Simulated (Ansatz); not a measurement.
# AlPH₄O: vertical ionisation energy

Aim: the vertical ionisation energy of AlPH₄O, as cation minus neutral at the neutral's geometry, on several levels, and how well −ε(HOMO) stands in for it.

Computed with Ansatz 0.2.0, Gaussian basis. Level: unrestricted cation, the program's frozen cores in correlated methods.

Levels to be run: UKS PBE-D4/def2-TZVPP; UKS r2SCAN-D4/def2-TZVPP; UKS PBE0-D4/def2-TZVPP; UKS B3LYP-D4/def2-TZVPP; UKS wB97X-V/def2-TZVPP; UKS wB97M-V/def2-TZVPP; UKS B2PLYP/def2-TZVPP; UHF-CCSD(T)/def2-TZVPP; UHF-MP2/def2-QZVPP; extrapolation to the limit; then −ε(HOMO) from the neutral's earlier runs with LDA (SPW92), PBE-D4, revPBE-D4, BLYP-D4, r2SCAN-D4, B97M-V, PBE0-D4, B3LYP-D4, r2SCANh-D4, r2SCAN0-D4, HSE06-D4, BHLYP-D4, CAM-B3LYP-D4, LC-ωPBE, ωB97X-V, ωB97M-V.

### 1 The geometry

An earlier PBE0-D4/def2-TZVP relaxation fixed the geometry.

SMILES `[AlH2][O]P`, 7 atoms, charge 0, spin multiplicity 1.

Atoms are counted from 1 here; the program's logs count them from 0.

Bond lengths: Al1–O2 1.689 Å, Al1–H4 1.580 Å, Al1–H5 1.576 Å, O2–P3 1.623 Å, P3–H6 1.428 Å, P3–H7 1.432 Å. Angles: O2–Al1–H4 118.3°, O2–Al1–H5 116.4°, H4–Al1–H5 125.3°, Al1–O2–P3 150.2°, O2–P3–H6 99.3°, O2–P3–H7 101.1°, H6–P3–H7 91.2°.

Coordinates:

```xyz
7

Al   -1.23859    0.35947   -0.74318
O     0.21517    0.49166    0.10667
P     1.70114   -0.06340    0.45176
H    -1.50974   -0.96412   -1.56263
H    -2.22054    1.58811   -0.64773
H     1.64410   -0.00358    1.87705
H     1.46956   -1.47615    0.47226
```

### 2 Cation, UKS PBE-D4/def2-TZVPP

The input, in.yaml:

```yaml
crystal:
  periodic: [false, false, false]
  atoms:
    - {symbol: Al, position_ang: [-1.238594, 0.359467, -0.743177]}
    - {symbol: O, position_ang: [0.215168, 0.491660, 0.106670]}
    - {symbol: P, position_ang: [1.701140, -0.063396, 0.451759]}
    - {symbol: H, position_ang: [-1.509737, -0.964118, -1.562630]}
    - {symbol: H, position_ang: [-2.220538, 1.588114, -0.647734]}
    - {symbol: H, position_ang: [1.644100, -0.003577, 1.877047]}
    - {symbol: H, position_ang: [1.469560, -1.476152, 0.472264]}
basis:
  gaussian: {orbitals: def2-TZVPP}
total_charge: 1
magnetization: {spin_polarized: true, initial_magnetization: 1}
hamiltonian: {xc: pbe, dispersion: d4}
```

Started as:

```sh
$ ansatz run in.yaml --threads 2 --pin off --events-out ev --progress --plain --max-ram 4352MiB
```

The runs that follow: Cation, UKS r2SCAN-D4/def2-TZVPP; Cation, UKS PBE0-D4/def2-TZVPP; Cation, UKS B3LYP-D4/def2-TZVPP; Cation, UKS wB97X-V/def2-TZVPP; Cation, UKS wB97M-V/def2-TZVPP; Cation, UKS B2PLYP (frozen core)/def2-TZVPP; Cation, UHF-CCSD(T)/def2-TZVPP; Cation, UHF-MP2/def2-QZVPP.

Before running them: what should the planned runs give, taken together? Wanted: ionisation energy, CCSD(T)/CBS; nearest functional by difference; nearest −ε(HOMO); −ε(HOMO) of PBE; T1 of the cation.

As calculated:

| quantity | value |
| --- | --- |
| ionisation energy, CCSD(T)/CBS | 9.47 eV |
| nearest functional by difference | ωB97M-V (-0.12 eV) |
| nearest −ε(HOMO) | LC-ωPBE (+0.12 eV) |
| −ε(HOMO) of PBE | 5.75 eV |
| T1 of the cation | 0.023 |

What this shows: By cation minus neutral, the functionals miss by 0.43 eV at most. The PBE orbital energy is 3.7 eV too small: a semilocal HOMO is no ionisation energy. Among orbital estimates LC-ωPBE comes nearest. Hartree-Fock falls 1.00 eV short, as the neutral has more correlation energy than the cation. The cation may have settled in a state other than its lowest; no search over hole states beyond the program's own was made.
